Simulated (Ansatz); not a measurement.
## Structure relaxation of GeCl

The calculation used Ansatz, DFT PBE, scalar-relativistic, plane waves, PAW. Cutoff 420 eV, Γ-centred k mesh, Gaussian smearing, no spin polarisation in the final step.

GeCl was placed on the zinc blende structure type (F-43m, No. 216), with Ge in place of Zn, Cl in place of S, at a guessed volume.

```xyz
2
Lattice="0.0000 2.8993 2.8993 2.8993 0.0000 2.8993 2.8993 2.8993 0.0000" Properties=species:S:1:pos:R:3 pbc="T T T"
Ge    0.0000    0.0000    0.0000
Cl    4.3490    4.3490    4.3490
```

Cell and atoms relax at zero pressure; the relaxation can't lower the symmetry of the start. After a coarse first stage the cell is made exact in the group found at 0.06 Å.

The zero of energy is the elements' standard structures at the same level (Cl₂ as a molecule); no fitted shifts are applied.

Task: Which crystal results?

Result: It keeps F-43m (No. 216). The result has the zinc blende structure. Conventional cell: a = 6.371 Å. Ge has 4 Cl at 2.76 Å; around Cl lie 4 Ge at 2.76 Å.

Space group F-43m (No. 216). a = 6.371 Å, b = 6.371 Å, c = 6.371 Å, α = 90.00°, β = 90.00°, γ = 90.00°
```csv
atom,site,symmetry,x,y,z
Ge,4a,-43m,0.0000,0.0000,0.0000
Cl,4c,-43m,0.2500,0.2500,0.2500
```

Task: What are its volume, energy, density and gap?

Result: The volume per atom is 32.32 Å³. The density is 2.78 g/cm³, the energy over the elements is 0.28 eV/atom and the gap on the 16×16×16 mesh is 0 eV (a metal).

The final run used a 16×16×16 mesh on its 2-atom cell and 0.10 eV smearing. For metals, differences of a few meV/atom aren't resolved. A structure relaxed within its symmetry needn't be a true minimum. The steps took of the order of 60 core-seconds in all.

Cost: 3 runs of about 0.94 core-minutes in all, on Arm Neoverse V2 (shared hosts).